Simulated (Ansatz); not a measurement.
# CH₃OS− (SMILES CS[O-]): functionals against CCSD(T) at one geometry

Aim: energy, forces and dipole at a structure displaced at random from a GFN2-xTB minimum, from CCSD(T) and from density functionals.

Computed with Ansatz 0.2.0, Gaussian basis. Level: single points in def2-TZVPPD.

Cores are frozen in the correlated methods.

## (1) The starting structure

SMILES `CS[O-]`, 6 atoms, charge -1, spin multiplicity 1.

Atoms are counted from 1 here; the program's logs count them from 0.

Bond lengths: C1–S2 1.813 Å, C1–H4 1.044 Å, C1–H5 1.070 Å, C1–H6 1.052 Å, S2–O3 1.521 Å. Angles: S2–C1–H4 109.9°, S2–C1–H5 109.2°, S2–C1–H6 107.0°, H4–C1–H5 111.6°, H4–C1–H6 110.0°, H5–C1–H6 109.0°, C1–S2–O3 106.6°.

As a file:

```xyz
6

C    -0.2961    0.3863   -0.2821
S     0.0374   -1.2580    0.4057
O     1.3540   -1.1549    1.1605
H    -0.3759    1.0845    0.4895
H     0.4829    0.6447   -0.9688
H    -1.2071    0.3226   -0.8050
```

## (2) CCSD(T)/def2-TZVPPD

Input file run/in.yaml:

```yaml
crystal:
  periodic: [false, false, false]
  atoms:
    - {symbol: C, position_ang: [-0.296100, 0.386300, -0.282100]}
    - {symbol: S, position_ang: [0.037400, -1.258000, 0.405700]}
    - {symbol: O, position_ang: [1.354000, -1.154900, 1.160500]}
    - {symbol: H, position_ang: [-0.375900, 1.084500, 0.489500]}
    - {symbol: H, position_ang: [0.482900, 0.644700, -0.968800]}
    - {symbol: H, position_ang: [-1.207100, 0.322600, -0.805000]}
basis:
  gaussian: {orbitals: "def2-TZVPPD.json"}
total_charge: -1
correlation: {method: ccsd_t}
output: {forces: true}
```

The basis file named in the input lies beside it (Basis Set Exchange, JSON).

No record of the launch command was kept for these runs.

## (3) PBE0-D4/def2-TZVPPD

Edit run/in.yaml of step 2 so:

```diff
@@ -12,3 +12,3 @@
 total_charge: -1
-correlation: {method: ccsd_t}
-output: {forces: true}
+hamiltonian: {xc: pbe0, dispersion: d4}
+output: {forces: true, orbitals: {seedname: orbitals}}
```

## (4) wB97M-V/def2-TZVPPD

Edit run/in.yaml of step 3 so:

```diff
@@ -12,3 +12,3 @@
 total_charge: -1
-hamiltonian: {xc: pbe0, dispersion: d4}
-output: {forces: true, orbitals: {seedname: orbitals}}
+hamiltonian: {xc: {name: wB97M-V}}
+output: {forces: true}
```

## (5) r2SCAN-D4/def2-TZVPPD

Edit run/in.yaml of step 4 so:

```diff
@@ -12,3 +12,3 @@
 total_charge: -1
-hamiltonian: {xc: {name: wB97M-V}}
+hamiltonian: {xc: r2scan, dispersion: d4}
 output: {forces: true}
```

## (6) PBE-D4/def2-TZVPPD

Edit run/in.yaml of step 5 so:

```diff
@@ -12,3 +12,3 @@
 total_charge: -1
-hamiltonian: {xc: r2scan, dispersion: d4}
+hamiltonian: {xc: pbe, dispersion: d4}
 output: {forces: true}
```

## (7) LC-wPBE/def2-TZVPPD

Edit run/in.yaml of step 6 so:

```diff
@@ -12,3 +12,3 @@
 total_charge: -1
-hamiltonian: {xc: pbe, dispersion: d4}
+hamiltonian: {xc: {name: LC-wPBE}}
 output: {forces: true}
```

## (8) BHLYP-D4/def2-TZVPPD

Edit run/in.yaml of step 7 so:

```diff
@@ -12,3 +12,3 @@
 total_charge: -1
-hamiltonian: {xc: {name: LC-wPBE}}
+hamiltonian: {xc: {name: BHLYP}, dispersion: d4}
 output: {forces: true}
```

(Steps that only read results are left out.)

Q: Predict the outcome of this session. Wanted: RMS force component; RMS force error; HOMO and LUMO, PBE0-D4; T1 diagnostic.

**Answer**, as computed:

```
              quantity                                                                                            value
   RMS force component                                                             0.778 to 1.135 eV/Å over the methods
       RMS force error  PBE0-D4 0.230, wB97M-V 0.159, r2SCAN-D4 0.137, PBE-D4 0.104, LC-wPBE 0.274, BHLYP-D4 0.364 eV/Å
HOMO and LUMO, PBE0-D4                                                                                 1.23 and 4.13 eV
         T1 diagnostic                                                                                            0.017
```

**Reading.** On forces the order runs from PBE-D4 to BHLYP-D4. Frozen-core CCSD(T) forces in triple zeta carry basis errors of their own, and this is one geometry, so small gaps rank nothing.
